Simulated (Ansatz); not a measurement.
`N#P`. The species carries charge 0 and has multiplicity 1.

```xyz
2

N     0.337    0.030    0.658
P    -0.337   -0.030   -0.658
```

Question: Give the diagnostics of a CCSD(T)/def2-TZVPP run (frozen core, the Gaussian-basis code of Ansatz). (An estimate is asked.)

Answer: Ansatz gave: T1 = 0.0195, largest single amplitude 0.026, largest double 0.107, (T) share of the correlation energy 6.2 %, 10 CCSD cycles. The RHF solution is unstable towards an unrestricted one. T1 lies under the customary mark of 0.02 for closed shells.
